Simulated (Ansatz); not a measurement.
# Zinc, hcp: convergence with cold smearing

Computed with Ansatz, r²SCAN, scalar-relativistic PAW, on the relaxed cell (a = 2.619 Å, c = 4.839 Å (c/a = 1.848); spin not included). Errors count from a run at 500 eV on a Γ-centred 23×23×11 mesh with Fermi-Dirac smearing of 0.1 eV, extrapolated to zero width. Fixed here: cutoff 500 eV, mesh 14×14×7. The SCF starts from atomic densities corrected by a trained network.

| width (eV) | E(σ→0) error (meV/atom) | F error (meV/atom) | P (GPa) | SCF iterations |
| --- | --- | --- | --- | --- |
| 0.01 | 2.0 | 2.0 | -0.01 | 6 |
| 0.03 | 2.0 | 2.0 | 0.00 | 6 |
| 0.1 | 2.0 | 2.3 | -0.02 | 6 |
| 0.2 | 2.7 | 3.0 | 0.02 | 6 |
| 0.3 | 3.3 | 3.3 | 0.05 | 6 |
| 0.6 | 2.8 | 3.3 | 0.07 | 6 |

Problem. What does the run at 1.0 give (width)?

Solution. E(σ→0) error (meV/atom): 2.6; F error (meV/atom): 5.9; P (GPa): 0.11; SCF iterations: 6.
